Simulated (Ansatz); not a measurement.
```tsv
atom	x (Å)	y (Å)	z (Å)
Al	-0.0010	0.0000	-0.1189
H	0.0007	0.0003	1.5479
```

RHF on singlet AlH was run in several spherical basis sets with Ansatz (development build ahead of 0.2.0).

Task: Rank the basis sets by the total energy that they give, lowest first, with the distance from the lowest.
A. def2-TZVP
B. cc-pVTZ
C. cc-pVDZ

Result: B (0.00 eV), A (0.11 eV), C (0.21 eV).

Totals follow the description of the cores as much as that of the bonds, so this order isn't one of quality for chemistry.
